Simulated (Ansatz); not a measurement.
We consider diamond-structure Ge, described by r²SCAN-D4 (plane waves, PAW; Ansatz, a first-principles code).

Numerical settings: plane-wave cutoff 500 eV, 12×12×12 k mesh, gaussian smearing 0.02 eV, scalar-relativistic PAW data made under PBE.

Computed at the level's own relaxed cell.

Question: Estimate the volume per atom, lattice constant a and band gap that the calculation returns.

Answer: 
- volume per atom: 22.62 Å³/atom
- lattice constant a: 5.656 Å
- band gap: 0.45 eV (on the SCF k mesh)

Measured, for comparison: band gap 0.79 eV (measured zero-point renormalisation of 52 meV added back here; inputs from Miglio et al. (2020), arXiv:2011.12765); equilibrium volume per atom 22.47 Å³/atom, lattice constant a 5.644 Å (static lattice: zero-point anharmonic expansion removed; as tabulated in Mejia-Rodriguez and Trickey (2018), arXiv:1807.09216). Computed (rounded) less measured: equilibrium volume per atom +0.7 %, lattice constant a +0.2 %.

Spin–orbit coupling is not included.
